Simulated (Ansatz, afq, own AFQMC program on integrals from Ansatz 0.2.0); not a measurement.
Integrals from Ansatz 0.2.0, then the random walk in our own AFQMC program (afq).

```yaml
crystal:
  periodic: [false, false, false]
  atoms:
    - {symbol: Si, position_ang: [0.009145, 0.000000, 0.601555]}
    - {symbol: B, position_ang: [0.082475, 0.000000, -1.215039]}
    - {symbol: H, position_ang: [-0.655933, -0.941243, -0.666868]}
    - {symbol: H, position_ang: [-0.655935, 0.941242, -0.666868]}
    - {symbol: H, position_ang: [0.172446, 0.000000, -2.395826]}
basis:
  gaussian: {orbitals: cc-pVDZ}
magnetization: {spin_polarized: false}
correlation: {method: ccsd_t, electrons: outside_noble_gas, hamiltonian_folder: ham}
```

```sh
$ ansatz run in.yaml --threads 1 --pin off --events-out ev --progress --plain --max-ram 1382MiB
```

afq runs on the folder ham with

```
--method phaseless --trial hf --walkers 120 --populations 1 --least-time 40 --time-step 0.005 --steps-per-block 20 --equilibration-blocks 112 --max-blocks 600 --target-error 0.00114 --factor-cut 1e-05 --seed 6011 --taylor-order 6
```

Times are imaginary, in 1/Eh. The walk had a cap of 656 s.

Log:

```
orbitals 41  electrons 5 5  factors 331 of 444
reference energy -315.26679932 Eh
CCSD correlation -0.22404632 Eh in 10 cycles, weight of the determinant in the CISD state 0.8689
energy of the start -315.266799 Eh
 block  time / (1/Eh)  mean weight  energy / Eh
     1     0.100  1.0004  -315.303339
     2     0.200  1.0013  -315.335513
     3     0.300  1.0032  -315.360961
     4     0.400  1.0021  -315.386258
     5     0.500  1.0009  -315.407947
     8     0.800  1.0006  -315.443166
    18     1.800  1.0006  -315.479574
    69     6.900  1.0004  -315.483960
   120    12.000  1.0000  -315.539423
   171    17.100  1.0005  -315.496898
   222    22.200  1.0012  -315.507177
   256    25.600  1.0004  -315.475598
   273    27.300  0.9989  -315.478758
   324    32.400  0.9993  -315.490259
   375    37.500  1.0006  -315.531956
   426    42.600  1.0001  -315.526875
   477    47.700  1.0002  -315.508412
   528    52.800  1.0002  -315.501307
   579    57.900  1.0014  -315.525266
   630    63.000  0.9990  -315.486780
   681    68.100  0.9990  -315.530544
   698    69.800  1.0007  -315.508276
blocks merged  error / Eh  count
     1  0.000665  600
     2  0.000902  300
     4  0.001188  150
     8  0.001475  75
    16  0.001820  37
    32  0.001722  18
    64  0.002021  9
energy -315.503729 +/- 0.001820 Eh
(rows thinned)
```

The run passed its tests (sampling time, drift between the halves within three errors, error under three times the target), which doesn't prove that it has relaxed.

Against this walk (error 49.5 meV) on the same determinant: CCSD(T) 119.4 meV higher, CCSDT(Q) 76.6 meV higher (within the noise), a separate phaseless walk with a CISD trial and standard settings 42.1 ± 52.8 meV higher (within the noise). The error is statistical and leaves out the bias of the constraint.

Cautions: constraint bias not in the error; error above the target (49.5 against 31.0 meV).

The walk took 3.1 min on 1 thread of Arm Neoverse V1 (shared host). The log's last line is the phaseless energy.

CCSDT and higher add their correlation energy to the determinant of the CCSD(T) run, since their own runs factorise the integrals more tightly (a shift of under 2 meV). A walk keeps the symmetry of its determinant, which the program's search chose and which needn't be the lowest solution, so a lower state of the same spin and another symmetry isn't excluded.
